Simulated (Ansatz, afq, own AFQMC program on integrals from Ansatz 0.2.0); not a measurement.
Integrals from Ansatz 0.2.0, then the random walk in our own AFQMC program (afq).

```yaml
crystal:
  periodic: [false, false, false]
  atoms:
    - {symbol: Br, position_ang: [0.000000, 0.000000, -1.407867]}
    - {symbol: H, position_ang: [0.000000, 0.000000, 0.012733]}
    - {symbol: H, position_ang: [0.000000, 0.000000, 1.395133]}
basis:
  gaussian: {orbitals: cc-pVTZ}
magnetization: {spin_polarized: true, initial_magnetization: 1}
correlation: {method: ccsd_t, electrons: outside_noble_gas, hamiltonian_folder: ham}
```

```sh
$ ansatz run in.yaml --threads 1 --pin off --events-out ev --progress --plain --max-ram 16896MiB --backend cuda --devices 0, --max-vram 18GiB
```

afq runs on the folder ham with

```
--method phaseless --trial hf --walkers 4000 --populations 20 --least-time 40 --time-step 0.005 --steps-per-block 20 --equilibration-blocks 112 --max-blocks 4000 --target-error 0.0009000 --factor-cut 1e-05 --start spin_pure --seed 7789 --taylor-order 6
```

Times are imaginary, in 1/Eh. The walk had a cap of 77 s. With eight or more populations the least sampling time is a fifth of least-time, and the error comes from their spread. Filled inner d shells are frozen with the cores.

afq prints:

```
orbitals 57  electrons 5 4  factors 364 of 424
reference energy -2573.53848264 Eh
CCSD correlation -0.19804729 Eh in 10 cycles, weight of the determinant in the CISD state 0.9170
energy of the start -2573.538709 Eh
 block  time / (1/Eh)  mean weight  energy / Eh
     1     0.100  1.0007  -2573.585866
     2     0.200  1.0011  -2573.620007
     3     0.300  1.0016  -2573.645758
     4     0.400  1.0013  -2573.663119
     5     0.500  1.0011  -2573.678906
     7     0.700  1.0008  -2573.702859
     9     0.900  1.0003  -2573.716295
    13     1.300  0.9999  -2573.729239
    21     2.100  1.0000  -2573.737769
    29     2.900  0.9999  -2573.742580
    37     3.700  1.0001  -2573.745672
    41     4.100  1.0001  -2573.749920
    45     4.500  1.0000  -2573.747180
    53     5.300  0.9999  -2573.743982
    61     6.100  1.0000  -2573.744149
    69     6.900  0.9998  -2573.748002
    77     7.700  1.0000  -2573.746290
    85     8.500  1.0001  -2573.744712
    93     9.300  1.0001  -2573.743187
   101    10.100  1.0001  -2573.747896
   109    10.900  1.0000  -2573.746331
   117    11.700  0.9999  -2573.744166
   125    12.500  0.9998  -2573.744649
   133    13.300  0.9999  -2573.744712
   141    14.100  1.0001  -2573.745167
   149    14.900  1.0001  -2573.745237
   157    15.700  0.9998  -2573.745851
   165    16.500  1.0002  -2573.744239
   173    17.300  0.9998  -2573.742181
   177    17.700  0.9999  -2573.740036
   181    18.100  0.9999  -2573.743922
   189    18.900  1.0000  -2573.743012
error from the spread of 20 populations
energy -2573.743756 +/- 0.000699 Eh
(rows thinned)
```

The run passed its tests (sampling time, drift between the halves within three errors, error under three times the target), which doesn't prove that it has relaxed.

Against this walk (error 19.0 meV) on the same determinant: CCSD(T) 12.0 meV higher (within the noise), CCSDT(Q) 9.6 meV lower (within the noise), a separate phaseless walk with a CISD trial and standard settings 4.4 ± 19.1 meV lower (within the noise). The error is statistical and leaves out the bias of the constraint.

Cautions: constraint bias not in the error; no relativity below Rb; no spin-orbit coupling; inner d shell frozen.

The walk took 19 s on 1 × NVIDIA H100 80GB HBM3 with 2 threads of AMD EPYC 7R13 Processor (Zen 3) (shared host) (the card was shared). The log's last line is the phaseless energy.

CCSDT and higher add their correlation energy to the determinant of the CCSD(T) run, since their own runs factorise the integrals more tightly (a shift of under 2 meV). A walk keeps the symmetry of its determinant, which the program's search chose and which needn't be the lowest solution, so a lower state of the same spin and another symmetry isn't excluded.
